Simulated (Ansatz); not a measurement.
input.yaml

```yaml
crystal:
  periodic: [false, false, false]
  atoms:
    - { symbol: B, position_ang: [0.0, 0.0, 0.0] }
    - { symbol: H, position_ang: [0.0, 0.0, 1.44] }
    - { symbol: H, position_ang: [1.0305, 0.0, -0.595] }
    - { symbol: H, position_ang: [-1.0305, 0.0, -0.595] }
    - { symbol: C, position_ang: [0.0, 0.0, 2.85] }
    - { symbol: H, position_ang: [-0.5653, -0.8805, 3.2205] }
    - { symbol: H, position_ang: [1.0452, -0.0494, 3.2205] }
    - { symbol: H, position_ang: [-0.4798, 0.9298, 3.2205] }
magnetization:
  spin_polarized: true
  initial_magnetization: 1
basis:
  gaussian: { orbitals: def2-SVP }
hamiltonian:
  xc: { name: BHLYP }
relax:
  f_tol: 0.15
  max_steps: 25
  restrain:
    - { distance: [1, 4], at: 1.11, k: 30.0 }
    - { distance: [0, 1], at: 2.39, k: 30.0 }
output:
  orbitals: {}
```

Launched with:

```bash
$ ansatz run input.yaml --threads 1 --pin off --max-ram 2048MiB --backend cpu --events-out ev --progress --plain --runs-dir out
```

Hardware: 1 thread of Intel(R) Xeon(R) Platinum 8259CL CPU @ 2.50GHz (Skylake/Cascade Lake), on a shared host.

Q: Roughly how long does this run take, and how much memory?

A: 39 s, with a peak of 0.14 GiB, for 16 ionic steps.
